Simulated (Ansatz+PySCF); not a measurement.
**singlet BNH₆: levels of theory in one basis**

```yaml
atoms:
  - { symbol: B, position_ang: [0.0000, 0.0000, -0.9887] }
  - { symbol: N, position_ang: [0.0000, 0.0000, 0.7771] }
  - { symbol: H, position_ang: [0.0000, -1.2747, -1.3412] }
  - { symbol: H, position_ang: [-1.1039, 0.6373, -1.3412] }
  - { symbol: H, position_ang: [1.1039, 0.6373, -1.3412] }
  - { symbol: H, position_ang: [0.0000, 1.0275, 1.1758] }
  - { symbol: H, position_ang: [-0.8899, -0.5138, 1.1758] }
  - { symbol: H, position_ang: [0.8899, -0.5138, 1.1758] }
```

Basis set: def2-SVP (spherical functions). Correlated methods keep 2 orbitals frozen. Charge 0, multiplicity 1.

Computed with Ansatz (development build ahead of 0.2.0); each method stands on the lowest determinant of its kind that the runs found.

```tsv
method	E − E(RHF) (eV)	<S²> of the determinant
RHF	0.00	0.00
RHF-MP2	-8.26	–
RHF-CCSD	-9.26	–
```

Task: What does RHF-CCSD(T) give on the same scale?

Result: -9.49 eV.

Task: Is a single determinant a sound starting point here?

Result: By this sign, yes. Unrestricted orbitals gain 0.00 eV and <S²> is 0.00 against 0.00 for a pure state.
